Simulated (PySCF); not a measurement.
# Structure from 2D NMR

Compound of formula C₅H₆. Correlations simulated from computed shifts and the bond graph:

HSQC (one-bond C–H):
| δH | δC |
| --- | --- |
| 1.28 | 69.8 |
| 1.16 | 1.5 |
| 0.65 | 11.1 |
| 0.62 | 11.1 |

COSY cross peaks (H two or three bonds apart, from the bond graph; peaks can be absent where the dihedral angle is near 90°):
| δH | δH |
| --- | --- |
| 1.16 | 0.65 |
| 1.16 | 0.62 |
| 0.65 | 0.62 |

HMBC (two and three bonds, from the bond graph):
| δH | δC |
| --- | --- |
| 1.28 | 95.0, 1.5 |
| 1.16 | 95.0, 69.8, 11.1 |
| 0.65 | 95.0, 11.1, 1.5 |
| 0.62 | 95.0, 11.1, 1.5 |

Carbons without hydrogens: δ 95.0.

Calculated, not measured (PySCF): shielding tensors at PBE0/pcSseg-2 (GIAO), PBE0-D3(BJ)/def2-TZVP geometry. Non-relativistic Hamiltonian, single conformer, averaged over atoms made equivalent by symmetry, fast rotation or ring inversion, no solvent.

δ = σ(ref) − σ, references computed at the same level: 1H (σ = 31.52 ppm) and 13C (σ = 186.03 ppm) against TMS.

Exchangeable hydrogens are left out of these lists.

Assemble the structure.

Results:

Cyclopropylacetylene (SMILES C#CC1CC1).

Mapped SMILES: `[CH:1]#[C:2][CH:3]1[CH2:4][CH2:5]1`; H(Xn) means a hydrogen on atom n. Ha(C4), Ha(C5) are cis to C2 on the ring; Hb(C4), Hb(C5) are trans to C2 on the ring.

1. δC 95.0 is C2, an alkyne carbon.
2. δC 69.8 is C1, a terminal alkyne carbon (δH 1.28).
3. δC 11.1 is C4/C5, a three-membered-ring carbon (δH 0.65, 0.62).
4. δC 1.5 is C3, a three-membered-ring carbon (δH 1.16).
5. HMBC from δH 1.28 reaches the proton-free carbon C2.
6. HMBC from δH 1.16 reaches the proton-free carbon C2.
7. HMBC from δH 0.65 reaches the proton-free carbon C2.
8. HMBC from δH 0.62 reaches the proton-free carbon C2.
9. COSY links 1.16–0.65, 1.16–0.62, 0.65–0.62.

Shifts are as computed. Against solution values, carbons near 30 ppm lie about +3 ppm off and those near 130 ppm about +9 ppm. Of 1211 compounds with measured shifts, 218 miss one by over three times the rms of a fit or turn the order of signals round; such compounds aren't used in these exercises.
